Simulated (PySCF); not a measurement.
An unknown shows these calculated signals:

¹H NMR (400 MHz, computed): δ 5.30 (sext, J = 8.1 Hz, 1H), 4.87 (dq, J = 8.3, 4.4 Hz, 2H), 1.80 (dt, J = 8.0, 4.4 Hz, 3H).

¹³C{¹H} NMR (computed): δ 221.3 (C), 91.0 (CH), 77.8 (CH2), 18.0 (CH3).

Computed data (PySCF 2.14): J: B3LYP/pcJ-1 (without the spin–dipole term), shielding tensors at PBE0/pcSseg-1 (GIAO), GFN2-xTB geometry. Single conformer, one averaged value for each set of equivalent atoms, relativity neglected, no solvent.

Scale: ¹H and ¹³C against TMS (reference shieldings calculated alike).

Q: Which of these does the molecule contain: a non-aromatic C=C double bond, a heteroaromatic ring, a Si–CH3 group, a ketone?

A: 
- A non-aromatic C=C double bond: yes.
- A heteroaromatic ring: no.
- A Si–CH3 group: no.
- A ketone: no.

The data belong to 1,2-butadiene (SMILES C=C=CC); they needn't prove each group on their own.

Carbon signals by region: 1 in the far downfield region (above 160 ppm), 2 at 50–100 ppm, 1 below 50 ppm. Above 160 ppm: 221.3, central carbon of an allene.

Multiplet labels drop couplings under 1 Hz and merge nearly equal ones. Unscaled 3J(H,H) at this level run about 10 % above measured values. Shifts are as computed. Against solution values, carbons near 30 ppm lie about +3 ppm off and those near 130 ppm about +5 ppm. Of 1211 compounds with measured shifts, 218 miss one by over three times the rms of a fit or turn the order of signals round; such compounds aren't used in these exercises.
